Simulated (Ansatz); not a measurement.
Structure relaxation of Ba3Ta

All numbers below come from DFT PBE, scalar-relativistic, plane waves, PAW in Ansatz. Cutoff 420 eV, Γ-centred k mesh, Gaussian smearing, no spin polarisation in the final step.

The start puts Ba3Ta on the sites of a reported Cu3Pd cell (P4/mmm, No. 123), with Ta in place of Pd, Ba in place of Cu, at a guessed volume.

```
CELL_PARAMETERS angstrom
5.00321 0.00000 0.00000
0.00000 5.00321 0.00000
0.00000 0.00000 4.95179
ATOMIC_POSITIONS crystal
Ba 0.00000 0.50000 0.50000
Ba 0.50000 0.00000 0.50000
Ba 0.50000 0.50000 0.00000
Ta 0.00000 0.00000 0.00000
```

Cell and atoms relax at zero pressure; the relaxation can't lower the symmetry of the start. After a coarse first stage the cell is made exact in the group found at 0.06 Å.

Formation energies are uncorrected and refer to the elements' standard structures at the same level.

(1) What does it relax into?

(2) What are its volume, energy, density and gap?

## Answers

(1) It ends in Pm-3m (No. 221). The result has the Cu3Au (L1_2) structure. Conventional cell: a = 5.399 Å. Ba has 4 Ta at 3.82 Å and 8 Ba at 3.82 Å; Ta has 12 Ba at 3.82 Å.

Space group Pm-3m (No. 221). a = 5.399 Å, b = 5.399 Å, c = 5.399 Å, α = 90.00°, β = 90.00°, γ = 90.00°
| atom | site | symmetry | x | y | z |
| --- | --- | --- | --- | --- | --- |
| Ba | 3c | 4/mm.m | 0.0000 | 0.5000 | 0.5000 |
| Ta | 1a | m-3m | 0.0000 | 0.0000 | 0.0000 |

(2) The volume per atom is 39.34 Å³. The density is 6.26 g/cm³. The energy over the elements is 1.03 eV/atom and the gap on the 10×10×10 mesh is 0 eV (a metal).

The final run used a 10×10×10 mesh on its 4-atom cell and 0.10 eV smearing. The k mesh leaves about 4 meV/atom of noise in metals. Spin–orbit coupling is left out. Symmetry constrained the relaxation, so the result can be a saddle point.

Cost: 3 runs of about 0.68 core-minutes in all, on Intel Xeon 6975P-C (Granite Rapids) (shared hosts).